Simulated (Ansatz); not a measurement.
**Worked example: Si$_{2}$⁺, sextet against Si2⁺, quartet**

Geometry (PBE0/def2-TZVP stationary point of a quartet), kept for both states (Si2⁺, quartet: Σg⁻g; Si2⁺, sextet: Πu):

```yaml
atoms:
  - { symbol: Si, position_ang: [0.0000, 0.0000, 0.0000] }
  - { symbol: Si, position_ang: [0.0000, 0.0000, 2.2726] }
```

Basis cc-pVDZ; Ansatz 0.2.0. Only valence electrons are correlated (noble-gas cores frozen). Prefix R: restricted or restricted open-shell reference; prefix U: unrestricted.

Full CI is exact within this basis and frozen core; it isn't the basis-set limit. The frozen core follows each run's orbitals, which can shift R against U totals by a few meV.

```csv
level,"E(Si2⁺, quartet) (hartree)","E(Si2⁺, sextet) (hartree)"
UHF,-577.497280,-577.385088
UMP2,-577.612084,-577.458784
UCCSD(T),-577.650340,-577.485355
PBE,-578.277785,-578.103458
wB97M-V,-578.534067,-578.347131
full CI,-577.652959,-577.486978
```

Problem. Give the vertical gap, Si2⁺ sextet less Si2⁺ quartet, at each level in eV (1 hartree = 27.2114 eV), and each error against full CI.

Solution. full CI: (-577.486978 − (-577.652959)) × 27.2114 = 4.517 eV (the reference)
wB97M-V: (-578.347131 − (-578.534067)) × 27.2114 = 5.087 eV, error 0.570 eV
PBE: (-578.103458 − (-578.277785)) × 27.2114 = 4.744 eV, error 0.227 eV
UCCSD(T): (-577.485355 − (-577.650340)) × 27.2114 = 4.489 eV, error -0.028 eV
UMP2: (-577.458784 − (-577.612084)) × 27.2114 = 4.172 eV, error -0.345 eV
UHF: (-577.385088 − (-577.497280)) × 27.2114 = 3.053 eV, error -1.464 eV

Total energies of functionals can't be set beside those of wave-function methods, since they hold the core's correlation and their own absolute errors; only the differences compare.

In so small a basis the reference is far from its limit while semilocal and hybrid functionals are nearer theirs, so the functionals' errors here hold much of the reference's basis and frozen-core error, which can add to them or hide them.

Each level lands on the state that its own search finds. T1 diagnostics of restricted CCSD: 0.022 and 0.025.
